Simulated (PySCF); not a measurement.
CF4, SMILES FC(F)(F)F. Atoms are numbered in the order given.

```xyz
5

F      0.7639    -0.7639     0.7639
C      0.0000     0.0000     0.0000
F     -0.7639    -0.7639    -0.7639
F     -0.7639     0.7639     0.7639
F      0.7639     0.7639    -0.7639
```
Charge 0, spin multiplicity 1.

Geometry optimised at B3LYP-D3(BJ)/def2-SVP.

All values below come from TDDFT-PBE0/def2-SVPD (PySCF).

Vertical excitations; the highest root listed may be one member of a degenerate set.  State labels are in the subgroup D2.

Computed UV-visible absorptions:
```tsv
state	symmetry	energy (eV)	λ (nm)	f	main pairs
S1	B2	12.19	102	0.000	HOMO−1→LUMO (degenerate set)
S2	B3	12.19	102	0.000	HOMO→LUMO (degenerate set)
S3	B1	12.19	102	0.000	HOMO−2→LUMO (degenerate set)
S4	B1	13.43	92	0.141	HOMO−5→LUMO (degenerate set)
S5	B3	13.43	92	0.141	HOMO−3→LUMO (degenerate set)
S6	B2	13.43	92	0.141	HOMO−4→LUMO (degenerate set)
S7	A	13.70	91	0.000	HOMO→LUMO+3, HOMO−1→LUMO+2, HOMO−7→LUMO (degenerate set)
S8	A	13.70	91	0.000	HOMO−2→LUMO+1, HOMO−6→LUMO, HOMO−1→LUMO+2, HOMO→LUMO+3 (degenerate set)
S9	A	13.86	89	0.000	HOMO−1→LUMO+2 32 %, HOMO→LUMO+3 32 %, HOMO−2→LUMO+1 32 %
S10	B2	13.88	89	0.000	HOMO−2→LUMO+3 48 %, HOMO→LUMO+1 48 %
T1	B1	12.01	103	0	HOMO−2→LUMO (degenerate set)
T2	B3	12.01	103	0	HOMO→LUMO (degenerate set)
T3	B2	12.01	103	0	HOMO−1→LUMO (degenerate set)
T4	B3	13.06	95	0	HOMO−3→LUMO 70 %, HOMO−1→LUMO+1 11 %, HOMO−2→LUMO+2 11 %
```
Triplets are in the Tamm–Dancoff approximation, which puts them higher than full response would, so one can lie above its singlet here.
